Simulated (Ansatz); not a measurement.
Trichlorosilane, Cl3HSi. Total charge 0; spin multiplicity 1.

```json
{"atom": "Cl1", "x (Å)": "0.357", "y (Å)": "-1.350", "z (Å)": "1.425"}
{"atom": "Si2", "x (Å)": "0.066", "y (Å)": "0.088", "z (Å)": "0.022"}
{"atom": "Cl3", "x (Å)": "0.524", "y (Å)": "-0.653", "z (Å)": "-1.811"}
{"atom": "Cl4", "x (Å)": "-1.877", "y (Å)": "0.676", "z (Å)": "0.049"}
{"atom": "H5", "x (Å)": "0.929", "y (Å)": "1.239", "z (Å)": "0.315"}
```

Task: List the harmonic frequencies (cm⁻¹, unscaled) at PBE0-D4/def2-TZVP in Ansatz. (Estimate.)

Result: The calculation gave: 172, 172, 250, 496, 604, 604, 800, 800, 2308.

Task: Is this a minimum?

Result: Yes, all 9 modes are real.

Task: Give the ideal-gas thermochemistry at 298.15 K and 1 bar (rigid rotor, harmonic oscillator; point group C3v, symmetry number 3).

Result: Zero-point energy 37.1 kJ/mol; H(298) − E = 53.3 kJ/mol; entropy 314.4 J/(mol·K), of which translation 170.1, rotation 108.6, vibration 35.7; G(298) − E = -40.4 kJ/mol.
